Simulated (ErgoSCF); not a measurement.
# PH (SMILES [PH]): levels of theory compared

Aim: a comparison of 3 runs (UHF/STO-3G, UBPW91(Ergo)/6-311G**, UB3LYP/6-311+G**) of PH. 

The calculation is run with ErgoSCF 3.8.

2 further runs of the same task are left out: 2 that didn't finish.

## (1) The structure to begin with

PH has 2 atoms, charge 0, and is taken as a triplet. SMILES: `[PH]`. The coordinates come from a GFN2-xTB relaxation.

Bond lengths: P1–H2 1.399 Å.

## (2) A single-point energy at UHF/STO-3G (run 1)

The input, job.ego:

```
set_nthreads("env")
molecule_inline
P    0.00000000   0.00000000   0.00000000
H    0.00000000   0.00000000   2.64385913
EOF
tmpdir = "."
spin_polarization = 2
scf.max_number_of_iterations = 120
basis = "STO-3G"
scf.output_mulliken_pop = 1
scf.use_diagonalization = 1
run "HF"
```

The basis set STO-3G is read from a file made from the Basis Set Exchange's data (not shown).

Launch:

```bash
ergo job.ego
```

Log:

```text
[...]
INSC SCF_general constructor, number of basis functions: 10
[...]
INSC Energy   1 =       -311.72353632461
[...]
INDE E_LUMO =          0.29161916566
[...]
INSC Energy   9 =       -337.44147161086  ( diff     -0.000000000336684 )
[...]
RESC CONVERGED after   9 iterations.
RESC FINAL ENERGY:       -337.44147161086
RESC FINAL <S2> =          2.01042112864
[...]
INSC SCF: dipole_moment_x [atomic units] =       0.00000000
INSC SCF: dipole_moment_y [atomic units] =       0.00000000
INSC SCF: dipole_moment_z [atomic units] =       0.12120505
[...]
```

It took 0.65 s on 1 thread of Intel Xeon Platinum 8488C (Sapphire Rapids), shared host; peak memory 0.27 GiB.

## (3) A single-point energy at UBPW91(Ergo)/6-311G(d,p) (run 2)

The input, ergo.in:

```
# HP, BPW91
set_nthreads(1)
basis = "6-311Gss"
spin_polarization = 2
scf.output_mulliken_pop = 1
scf.use_diagonalization = 1
scf.max_number_of_iterations = 68
tmpdir = "."
scf.shift_using_prev_density_matrix = 0.3
molecule_inline Angstrom
P      0.000000     0.000000     0.000000
H      0.000000     0.000000     1.399070
EOF
run "BPW91"
```

Launch:

```bash
ergo ergo.in
```

Log:

```text
[...]
INDF Weighted mixed functional:
[...]
INSC Energy   1 =       -199.72808368452
[...]
INDE E_LUMO =         -0.13214618342
[...]
INSC Energy  13 =       -341.90309835052  ( diff     -0.000000000003070 )
[...]
RESC CONVERGED after  13 iterations.
RESC FINAL ENERGY:       -341.90309835052
RESC FINAL <S2> =          2.00833977113
[...]
INSC SCF: dipole_moment_x [atomic units] =      -0.00000000
INSC SCF: dipole_moment_y [atomic units] =      -0.00000000
INSC SCF: dipole_moment_z [atomic units] =       0.26388085
[...]
```

It took 1.5 s on 1 thread of Intel Xeon Platinum 8488C (Sapphire Rapids), shared host; peak memory 0.27 GiB.

## (4) A single-point energy at UB3LYP/6-311+G(d,p) (run 3)

The input, ergo.in:

```
set_nthreads(1)
tmpdir = "."
scf.use_diagonalization = 1
spin_polarization = 2
basis = "6-311+G**"
XC.radint = 1e-11
XC.sparse_mode = 0
scf.output_mulliken_pop = 1
XC.angint = 41
scf.max_number_of_iterations = 120
molecule_inline
P    0.00000000   0.00000000   0.00000000
H    0.00000000   0.00000000   2.64385913
EOF
run "B3LYP-G"
```

The basis set 6-311+G** is read from a file made from the Basis Set Exchange's data (not shown).

Launch:

```bash
ergo ergo.in
```

Log:

```text
[...]
INDF Weighted mixed functional:
[...]
INSC Energy   1 =       -184.91794293801
[...]
INDE E_LUMO =         -0.12503897547
[...]
INSC Energy  13 =       -341.90402922751  ( diff     -0.000000000000341 )
[...]
RESC CONVERGED after  13 iterations.
RESC FINAL ENERGY:       -341.90402922751
RESC FINAL <S2> =          2.00480634371
[...]
INSC SCF: dipole_moment_x [atomic units] =      -0.00000000
INSC SCF: dipole_moment_y [atomic units] =       0.00000000
INSC SCF: dipole_moment_z [atomic units] =       0.25558754
[...]
```

Wall time 3.9 s (1 thread of Intel Xeon Platinum 8488C (Sapphire Rapids), shared host); peak memory 0.27 GiB.

## (5) The series

```tsv
run	level	iteration cap	integration grid	energy (Eh)	dipole moment (D)	⟨S²⟩	wall time
1	UHF/STO-3G	120	–	-337.441472	0.31	2.010	0.65 s
2	UBPW91(Ergo)/6-311G**	68	Turbo	-341.903098	0.67	2.008	1.5 s
3	UB3LYP/6-311+G**	120	Turbo	-341.904029	0.65	2.005	3.9 s
```

## (6) Summary of results

```
            quantity          value
 run 3: total energy  -341.90403 Eh
run 3: dipole moment         0.65 D
         run 3: ⟨S²⟩          2.005
```

What this shows: The dipole moment (its size) runs from 0.31 D (UHF/STO-3G) to 0.67 D (UBPW91(Ergo)/6-311G**). The two ends differ in method and basis. Totals of different functionals can't be ranked against each other. In run 1 the basis is minimal, so the values are rough. All runs together took 6.1 s, the longest 3.9 s.
